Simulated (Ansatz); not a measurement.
For Ru (model structure, started from the beta-Sn type, I4₁/amd, No. 141, 2 atoms in the cell), PBE-D3(BJ) in Ansatz (PAW) gives:

* **equilibrium lattice constant a**: 4.708 Å
* **lattice parameter c**: 2.725 Å

Problem. What does r²SCAN (plane waves, PAW; Ansatz, a quantum-chemistry and plane-wave program) give for the same quantities?

Solution. 
- lattice constant a: 4.682 Å (drops by 0.6 %)
- lattice parameter c: 2.774 Å (grows by 1.8 %)

Changes are worked out from the printed values.

Unless a cell is named, each level is at its own relaxed cell (PBE-D3(BJ) 15.10, r²SCAN 15.20 Å³/atom).

Ansatz's density-functional and Hartree–Fock values are scalar-relativistic unless marked +SOC, with PAW data made under PBE.

A model structure was made by putting elements into a prototype or built by hand; it is no filed structure, need not be a known phase, and can be a saddle point held by its symmetry.
